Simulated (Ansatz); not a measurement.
Geometry optimisation, RKS PBE0-D4/def2-SVP (Ansatz 0.2.0).

Input file:

```yaml
crystal:
  periodic: [false, false, false]
  atoms:
    - { symbol: Si, position_ang: [0.0, 0.0, 0.0] }
    - { symbol: Cl, position_ang: [0.0, 0.0, 2.13] }
    - { symbol: Si, position_ang: [2.0935, 0.0, -0.7393] }
    - { symbol: H, position_ang: [2.5508, -1.3762, -0.9079] }
    - { symbol: H, position_ang: [2.1573, 0.6939, -2.0222] }
    - { symbol: H, position_ang: [2.951, 0.6823, 0.2255] }
    - { symbol: H, position_ang: [-0.6877, 1.1914, -0.4862] }
    - { symbol: H, position_ang: [-0.6877, -1.1914, -0.4862] }
basis:
  gaussian: { orbitals: def2-SVP }
hamiltonian:
  xc: pbe0
  dispersion: d4
relax:
  f_tol: 0.02
  max_steps: 40
```

Command:

```bash
$ ansatz run input.yaml --threads 1 --pin off --max-ram 2048MiB --backend cpu --events-out ev --progress --plain --runs-dir out
```

Problem. Where does it end, and by what steps?

Solution. The run converged. The force dipped under the threshold on the way, but the program's further checks kept it going. After 10 steps the energy has fallen by 0.224 eV; H4 moved furthest, 0.43 Å.

```
step  energy less start (eV)  largest force component (eV/Å)  accepted
   0                  0.0000                           1.494       yes
   1                 -0.1750                           0.557       yes
   2                 -0.1983                           0.097       yes
   3                 -0.1998                           0.026       yes
   4                 -0.2157                           0.053       yes
   5                 -0.2121                           0.310        no
   6                 -0.2193                           0.137       yes
   7                 -0.2219                           0.130       yes
   8                 -0.2232                           0.056       yes
   9                 -0.2238                           0.003       yes
  10                 -0.2239                           0.011       yes
```

```xyz
8
Properties=species:S:1:pos:R:3
Si -0.058 0.030 0.011
Cl -0.017 -0.413 2.043
Si 2.155 0.006 -0.754
H 2.741 -1.348 -0.527
H 2.199 0.326 -2.215
H 2.947 1.024 -0.001
H -0.694 1.369 -0.164
H -0.897 -0.994 -0.679
```

Whether the end is a true minimum wasn't checked by a vibrational analysis.

Time of the run: 16 s on 1 thread of Intel(R) Xeon(R) 6975P-C (Granite Rapids), on a shared host, peak memory 0.17 GiB.
